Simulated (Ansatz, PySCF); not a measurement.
System: C$_{2}$H$_{5}$O$_{2}$ (charge +1, singlet). It need not be the lowest isomer of its formula. 
Structure (B3LYP-D3(BJ)/def2-TZVP (Ansatz, a program for electronic structure) minimum search):
```xyz
9

C     -1.0742    -0.2116    -0.0219
O     -0.8043    -1.2585    -0.4200
O      0.0688     0.7929     0.1907
H     -1.9994     0.3055     0.2378
C      1.5096     0.3752     0.1178
H      2.0453     1.2484    -0.2389
H      1.8124     0.0563     1.1099
H      1.5336    -0.4356    -0.6012
H     -0.1209     1.5684     0.7508
```
Charge +1, spin multiplicity 1.

Total electronic energies in hartree. Correlated levels leave the core frozen unless marked. Spin-orbit coupling is left out. No relativistic terms. Basis-set limits of correlation are two-point, X^-3; Hartree-Fock from the larger set. The bracket is a focal-point correction in the basis named.

```json
[
 {"level": "HF/cc-pVTZ", "program": "Ansatz", "energy (Eh)": "-228.15602"},
 {"level": "HF-D3(BJ)/def2-TZVPD", "program": "PySCF + dftd3", "energy (Eh)": "-228.20283"},
 {"level": "HF-D4/def2-TZVPD", "program": "PySCF + dftd4", "energy (Eh)": "-228.17737"},
 {"level": "BLYP-D3(BJ)/def2-TZVPD", "program": "Ansatz + dftd3", "energy (Eh)": "-229.39333"},
 {"level": "RI-MP2/CBS(cc-pVTZ,cc-pVQZ)", "program": "Ansatz", "energy (Eh)": "-229.0664"},
 {"level": "CCSD/STO-3G", "program": "Ansatz", "energy (Eh)": "-225.42793"},
 {"level": "CCSD(T)/cc-pVTZ", "program": "Ansatz", "energy (Eh)": "-229.00538"},
 {"level": "RI-MP2/CBS(cc-pVTZ,cc-pVQZ)+[CCSD(T)-MP2]/cc-pVDZ", "program": "Ansatz", "energy (Eh)": "-229.1161"},
 {"level": "RI-MP2/CBS(cc-pVTZ,cc-pVQZ)+[CCSD(T)-MP2]/cc-pVTZ", "program": "Ansatz", "energy (Eh)": "-229.1189"}
]
```

Totals of different functionals don't rank their quality; only differences between species are comparable.
